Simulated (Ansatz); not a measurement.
Reaction (SMILES): C=C=O + H+ → C=C=[OH+]
B3LYP-D3(BJ)/def2-TZVP geometries, fixed; electronic energies without zero-point terms; positive where energy is released.

Basis-set convergence of the proton affinity at B3LYP with Ansatz (an electronic-structure program). Cartesian d functions, on some or all atoms, in 6-31G*, 6-31G**; all else is spherical. The program fits the integrals of some runs and decomposes those of others, by size. The proton sits at the site shown, which need not be the one that binds it best. No added dispersion term, no relativity. Functions are those of the species that has most. Reference: the value in aug-pcseg-3, 161.89 kcal/mol, itself unsure by roughly 0.01 kcal/mol (its mean distance from aug-cc-pVQZ, def2-QZVPPD, pcseg-3). Deviations are taken from unrounded values.

```csv
basis,functions,proton affinity (kcal/mol),minus reference (kcal/mol)
STO-3G,18,199.20,37.31
3-21G,33,161.70,-0.20
6-31G,33,161.47,-0.42
def2-SV(P),48,155.63,-6.27
6-31G*,51,161.95,0.05
def2-SVP,57,162.27,0.38
6-31G**,60,165.74,3.84
6-311G**,72,161.83,-0.06
def2-SVPD,87,161.05,-0.84
def2-TZVP,111,161.07,-0.83
def2-TZVPP,135,161.95,0.06
def2-TZVPD,141,161.14,-0.76
def2-TZVPPD,165,161.87,-0.03
def2-QZVPP,261,161.89,0.00
def2-QZVPPD,291,161.88,-0.02
```

The smallest set listed that lies within 0.5 kcal/mol of the reference with all its larger relatives (same family, alike in diffuse functions; a set with none counts only in the reference's own line) is def2-TZVPP (135 functions, 0.06 kcal/mol off). Inside the window by cancellation, since a larger relative falls out: 3-21G, 6-31G, 6-31G*, def2-SVP. Inside, with no larger relative to test it: 6-311G**.
